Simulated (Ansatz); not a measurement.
Coupled-cluster run, C2H3B, SMILES `B1C=C1`.

```yaml
crystal:
  periodic: [false, false, false]
  atoms:
    - {symbol: B, position_ang: [-0.871411, 0.038415, -0.235146]}
    - {symbol: C, position_ang: [0.552788, -0.100720, -0.557709]}
    - {symbol: C, position_ang: [0.224421, 0.036744, 0.740000]}
    - {symbol: H, position_ang: [-2.013922, 0.102257, -0.530993]}
    - {symbol: H, position_ang: [1.438253, -0.222388, -1.166476]}
    - {symbol: H, position_ang: [0.711972, 0.081692, 1.704224]}
basis:
  gaussian: {orbitals: cc-pV(D+d)Z}
correlation: {method: ccsd_t}
```

```sh
$ ansatz run in.yaml --threads 2 --pin off --events-out ev --progress --plain --max-ram 4352MiB
```

Output of Ansatz, abridged:

```
Functional definition: HF
525 factors; integrals over basis functions are off by at most 9.3e-4 eV
mean field evaluation 1: about -2776.9086 eV, gradient 2.3e1 eV
mean field evaluation 2: about -2776.9108 eV, gradient 2.3e1 eV
mean field evaluation 4: about -2778.5497 eV, gradient 2.3e0 eV
mean field evaluation 8: about -2778.5678 eV, gradient 3.5e-5 eV
mean field -2778.56778936 eV, -102.1104828781 hartree, gradient 1.0e-6 eV, S^2 0.000000; 0 other end points of the search recorded, 0 dependent functions left out
3 core orbitals not correlated: weight in the atoms' cores, before any rotation towards them, 1.000 or more for the frozen orbitals, at most 0.000 for the correlated occupied ones
reference -2778.56778936 eV, -102.1104828781 hartree; 7, 7 occupied and 47, 47 virtual orbitals, 525 factors
second order -8.93266486 eV of doubles, -0.00000000 eV of singles
cycle   1  -9.37793946 eV  change   -4.5e-1 eV  update   6.5e-2
cycle   2  -9.65262980 eV  change   -2.7e-1 eV  update   2.0e-2
cycle   3  -9.68532924 eV  change   -3.3e-2 eV  update   6.5e-3
cycle   4  -9.68607691 eV  change   -7.5e-4 eV  update   1.9e-3
cycle   5  -9.68640846 eV  change   -3.3e-4 eV  update   5.8e-4
cycle   6  -9.68646578 eV  change   -5.7e-5 eV  update   2.1e-4
cycle   7  -9.68646979 eV  change   -4.0e-6 eV  update   5.5e-5
cycle   8  -9.68646756 eV  change    2.2e-6 eV  update   1.6e-5
perturbative correction -0.37414063 eV, -0.0137494145 hartree
Total energy: -2788.62839755 eV, -102.4802034098 hartree
```

Run time 0.35 s (2 threads of an Arm Neoverse V2 on a shared host); peak host memory 0.12 GiB.

The correlation energy is -10.061 eV, 3.7 % of it from (T); the T1 diagnostic reads 0.0094.
